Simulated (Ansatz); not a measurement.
C2H6Cl, doublet: at a first-order saddle point.

Input (in.yaml):

```yaml
crystal:
  periodic: [false, false, false]
  atoms:
    - {symbol: H, position_ang: [0.029145, -0.073413, -0.017906]}
    - {symbol: C, position_ang: [0.504096, 0.601391, -1.039137]}
    - {symbol: Cl, position_ang: [0.032638, 2.267994, -0.853215]}
    - {symbol: C, position_ang: [-0.475906, -0.764990, 1.051086]}
    - {symbol: H, position_ang: [0.052684, 0.161120, -1.924396]}
    - {symbol: H, position_ang: [1.584324, 0.490652, -0.994113]}
    - {symbol: H, position_ang: [0.349829, -0.814609, 1.755360]}
    - {symbol: H, position_ang: [-1.302660, -0.140451, 1.376960]}
    - {symbol: H, position_ang: [-0.774351, -1.727694, 0.645362]}
basis:
  gaussian: {orbitals: 6-31G}
magnetization: {spin_polarized: true, initial_magnetization: 1}
hamiltonian: {xc: {name: B3LYP}, dispersion: d4}
```

Run by:

```bash
ansatz run in.yaml --threads 4 --pin off --events-out ev --progress --plain --max-ram 9574MiB
```

The run's output (Ansatz 0.2.0):

```
Functional definition: B3LYP
  name "B3LYP"
  cite "Stephens, Devlin, Chabalowski & Frisch, J. Phys. Chem. 98, 11623 (1994) doi:10.1021/j100096a001"
  cite "Becke, Phys. Rev. A 38, 3098 (1988) doi:10.1103/PhysRevA.38.3098"
  cite "Lee, Yang & Parr, Phys. Rev. B 37, 785 (1988) doi:10.1103/PhysRevB.37.785"
  cite "Vosko, Wilk & Nusair, Can. J. Phys. 58, 1200 (1980) doi:10.1139/p80-159"
  parameter a0 = 0.2
  parameter ax = 0.72
  parameter ac = 0.81
  exchange = (1 - a0 - ax)*slater_x + ax*b88_x + a0*exact_x
  correlation = (1 - ac)*vwn_rpa_c + ac*lyp_c
588 factors; integrals over basis functions are off by at most 2.1e-4 eV
mean field evaluation 1: about -14686.2250 eV, gradient 3.0e1 eV
mean field evaluation 2: about -14684.7302 eV, gradient 3.3e1 eV
mean field evaluation 4: about -14691.0102 eV, gradient 1.4e0 eV
mean field evaluation 8: about -14691.1557 eV, gradient 4.6e-2 eV
mean field evaluation 16: about -14691.1558 eV, gradient 6.4e-5 eV
mean field -14691.15577451 eV, -539.8900166900 hartree, gradient 6.4e-5 eV, S^2 0.756652; 0 other end points of the search recorded, 0 dependent functions left out
reference -14691.15596101 eV, -539.8900235440 hartree; 18, 17 occupied and 25, 26 virtual orbitals, 588 factors
Total energy: -14691.34195647 eV, -539.8968587510 hartree
```

The run took about 0.55 s on 4 CPU threads of a Oxide Virtual Turin-like (shared host).
